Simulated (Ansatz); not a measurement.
Geometry optimisation, RKS B3LYP-D4/def2-TZVP (Ansatz 0.2.0).

input.yaml

```yaml
crystal:
  periodic: [false, false, false]
  atoms:
    - { symbol: B, position_ang: [-0.822304, 0.570389, 0.201039] }
    - { symbol: H, position_ang: [1.412781, 0.137191, 0.946843] }
    - { symbol: H, position_ang: [1.410004, -0.29486, 0.386817] }
    - { symbol: O, position_ang: [-0.921884, -0.481294, -0.563667] }
    - { symbol: H, position_ang: [-1.787497, -0.778126, -0.877432] }
basis:
  gaussian: { orbitals: def2-TZVP }
hamiltonian:
  xc: b3lyp
  dispersion: d4
relax:
  f_tol: 0.03
  max_steps: 50
```

Command:

```bash
$ ansatz run input.yaml --threads 1 --pin off --max-ram 2048MiB --backend cpu --events-out ev --progress --plain --runs-dir out
```

Q: Where does it end, and by what steps?

A: The forces met the threshold. The force dipped under the threshold on the way, but the program's further checks kept it going. After 17 steps the energy has fallen by 0.208 eV; H3 moved furthest, 1.02 Å.

```
step  energy less start (eV)  largest force component (eV/Å)  accepted
   0                  0.0000                           1.149       yes
   1                 -0.1301                           0.403       yes
   2                 -0.1777                           0.372       yes
   3                 -0.1919                           0.222       yes
   4                 -0.1985                           0.585       yes
   5                 -0.1993                           0.476       yes
   6                 -0.2040                           0.026       yes
   7                 -0.2042                           0.028       yes
   8                 -0.2025                           0.318        no
   9                 -0.2047                           0.075       yes
  10                 -0.2035                           0.219        no
  11                 -0.2051                           0.069       yes
  12                 -0.2055                           0.135       yes
  13                 -0.2062                           0.094       yes
  14                 -0.2075                           0.004       yes
  15                 -0.2080                           0.047       yes
  16                 -0.2060                           0.312        no
  17                 -0.2084                           0.030       yes
```

```xyz
5
Properties=species:S:1:pos:R:3
B -1.323 0.607 0.104
H 1.784 0.114 0.952
H 2.341 -0.358 0.804
O -1.355 -0.388 -0.723
H -2.156 -0.822 -1.045
```

Whether the end is a true minimum wasn't checked by a vibrational analysis.

Run time: 10 s on 1 thread of Intel(R) Xeon(R) 6975P-C (Granite Rapids) (shared host), peak memory 0.13 GiB.
